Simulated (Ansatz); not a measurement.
# C5H7F: a ladder of functionals and wavefunction methods

The task here is to estimate one member of a computed series from the others.

Computed with Ansatz 0.2.0, Gaussian basis. Level: functionals in def2-TZVPP, the program's frozen cores in correlated methods.

The runs, in order: PBE-D4, r2SCAN-D4, PBE0-D4, B3LYP-D4, ωB97X-V, ωB97M-V, B2PLYP; CCSD(T)/def2-TZVPP; MP2/def2-QZVPP; extrapolation to the limit.

**The geometry**

The geometry comes from an earlier relaxation with PBE0-D4 in a triple-zeta def2 set; it is a stationary point, not always the lowest conformer.

SMILES `C=CC(=C)CF`, 13 atoms, charge 0, spin multiplicity 1.

Atoms are counted from 1 here; the program's logs count them from 0.

Bond lengths: C1–C2 1.332 Å, C1–H7 1.083 Å, C1–H8 1.084 Å, C2–C3 1.457 Å, C2–H9 1.087 Å, C3–C4 1.333 Å, C3–C5 1.496 Å, C4–H10 1.084 Å, C4–H11 1.082 Å, C5–F6 1.376 Å, C5–H12 1.096 Å, C5–H13 1.096 Å. Angles: C2–C1–H7 120.9°, C2–C1–H8 122.7°, H7–C1–H8 116.4°, C1–C2–C3 126.1°, C1–C2–H9 119.0°, C3–C2–H9 115.0°, C2–C3–C4 121.2°, C2–C3–C5 117.3°, C4–C3–C5 121.5°, C3–C4–H10 120.5°, C3–C4–H11 121.5°, H10–C4–H11 118.0°, C3–C5–F6 111.9°, C3–C5–H12 110.4°, C3–C5–H13 110.4°, F6–C5–H12 107.8°, F6–C5–H13 107.8°, H12–C5–H13 108.2°.

Geometry (Å):

```
C     1.46438    0.33667   -1.33123
C     0.30809    0.76660   -0.82778
C    -0.45616    0.12514    0.23378
C    -1.60709    0.64206    0.66501
C     0.10329   -1.13344    0.81763
F    -0.70517   -1.64476    1.80700
H     1.96300    0.88082   -2.12372
H     1.95679   -0.56393   -0.98147
H    -0.13223    1.67793   -1.22441
H    -1.99746    1.55523    0.23081
H    -2.17859    0.16979    1.45277
H     1.09088   -0.94658    1.25426
H     0.21067   -1.90023    0.04214
```

The first run:

Input file in.yaml:

```yaml
crystal:
  periodic: [false, false, false]
  atoms:
    - {symbol: C, position_ang: [1.464384, 0.336672, -1.331229]}
    - {symbol: C, position_ang: [0.308086, 0.766595, -0.827777]}
    - {symbol: C, position_ang: [-0.456160, 0.125142, 0.233780]}
    - {symbol: C, position_ang: [-1.607094, 0.642058, 0.665009]}
    - {symbol: C, position_ang: [0.103287, -1.133442, 0.817627]}
    - {symbol: F, position_ang: [-0.705165, -1.644757, 1.806997]}
    - {symbol: H, position_ang: [1.963003, 0.880823, -2.123718]}
    - {symbol: H, position_ang: [1.956790, -0.563930, -0.981467]}
    - {symbol: H, position_ang: [-0.132226, 1.677933, -1.224410]}
    - {symbol: H, position_ang: [-1.997459, 1.555232, 0.230812]}
    - {symbol: H, position_ang: [-2.178593, 0.169790, 1.452768]}
    - {symbol: H, position_ang: [1.090879, -0.946583, 1.254264]}
    - {symbol: H, position_ang: [0.210668, -1.900232, 0.042143]}
basis:
  gaussian: {orbitals: def2-TZVPP}
hamiltonian: {xc: pbe, dispersion: d4}
output: {forces: true, orbitals: {seedname: orbitals}}
```

Started as:

```bash
> ansatz run in.yaml --threads 4 --pin off --events-out ev --progress --plain --max-ram 10444MiB
```

Among the steps run: PBE-D4 (GGA); r2SCAN-D4 (meta-GGA); PBE0-D4 (hybrid); B3LYP-D4 (hybrid); ωB97X-V (range-separated); ωB97M-V (range-separated); B2PLYP (double hybrid); CCSD(T) in def2-TZVPP; MP2 in def2-QZVPP.

One table of the session follows, with a row left open; its other results are not shown here.

```
            method  atoms, summed (eV)  atomisation energy (kJ/mol)
            PBE-D4           -7949.705                       5666.2
         r2SCAN-D4           -7956.384                       5525.4
           PBE0-D4           -7951.447                       5556.4
          B3LYP-D4                   ?                            ?
           ωB97X-V           -7958.529                       5496.8
           ωB97M-V           -7957.589                       5512.9
            B2PLYP           -7955.086                       5458.4
     HF/def2-TZVPP           -7928.659                       4077.0
    MP2/def2-TZVPP           -7943.036                       5473.2
   CCSD/def2-TZVPP           -7946.141                       5282.2
CCSD(T)/def2-TZVPP           -7946.510                       5369.4
           MP2/CBS           -7945.745                       5598.1
       CCSD(T)/CBS           -7949.219                       5494.3
```

**Question.** Estimate the row for B3LYP-D4.

As computed: atoms, summed (eV): -7961.579; atomisation energy (kJ/mol): 5511.8. In the column «atoms, summed (eV)» it is the lowest.

Limits of these values: Free atoms (5 C, 1 F, 7 H) were run apart at each level; the atomisation energy is their sum less the molecule, without zero-point or spin-orbit terms.
